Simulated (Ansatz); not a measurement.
Input file:

```yaml
crystal:
  periodic: [false, false, false]
  atoms:
    - {symbol: Li, position_ang: [0.000000, 0.000000, 0.000000]}
    - {symbol: Be, position_ang: [0.000000, 0.000000, 6.540000]}
basis:
  gaussian: {orbitals: aug-cc-pVTZ}
total_charge: -1
magnetization: {spin_polarized: true, initial_magnetization: 0}
correlation: {method: ccsdt_q, electrons: outside_noble_gas}
```

```sh
$ ansatz run in.yaml --threads 1 --pin off --events-out ev --progress --plain --max-ram 2393MiB
```

Output:

```
920 factors; integrals over basis functions are off by at most 2.2e-7 eV
mean field evaluation 1: about -598.4682 eV, gradient 2.1e0 eV
mean field evaluation 2: about -598.4682 eV, gradient 2.1e0 eV
mean field evaluation 4: about -598.6912 eV, gradient 1.6e-1 eV
mean field evaluation 8: about -598.6932 eV, gradient 4.3e-6 eV
mean field evaluation 16: about -598.7322 eV, gradient 2.7e-1 eV
mean field evaluation 32: about -598.8007 eV, gradient 5.0e-2 eV
mean field evaluation 64: about -598.7989 eV, gradient 2.1e-1 eV
mean field evaluation 96: about -598.6932 eV, gradient 1.1e-2 eV
mean field evaluation 128: about -598.7056 eV, gradient 8.8e-1 eV
mean field evaluation 160: about -598.4066 eV, gradient 1.8e-3 eV
...
cycle  21  -1.89185194 eV  change   -1.1e-5 eV  update   7.0e-6
cycle  22  -1.89185591 eV  change   -4.0e-6 eV  update   4.7e-6
cycle  23  -1.89185520 eV  change    7.1e-7 eV  update   3.2e-6
cycle  24  -1.89185415 eV  change    1.1e-6 eV  update   2.2e-6
cycle  25  -1.89185469 eV  change   -5.4e-7 eV  update   1.4e-6
cycle  26  -1.89185533 eV  change   -6.4e-7 eV  update   9.4e-7
cycle  27  -1.89185600 eV  change   -6.7e-7 eV  update   5.3e-7
cycle  28  -1.89185628 eV  change   -2.8e-7 eV  update   3.2e-7
cycle  29  -1.89185646 eV  change   -1.9e-7 eV  update   2.1e-7
cycle  30  -1.89185651 eV  change   -4.5e-8 eV  update   1.6e-7
perturbative correction -0.00110727 eV, -0.0000406915 hartree
Total energy: -600.69550865 eV, -22.0751527770 hartree
```

For the same geometry and basis full CI lies 0.0 meV lower.

Ran on 1 thread of Arm Neoverse V2, shared host: 2.6 min wall, 1.2 GiB peak host memory.
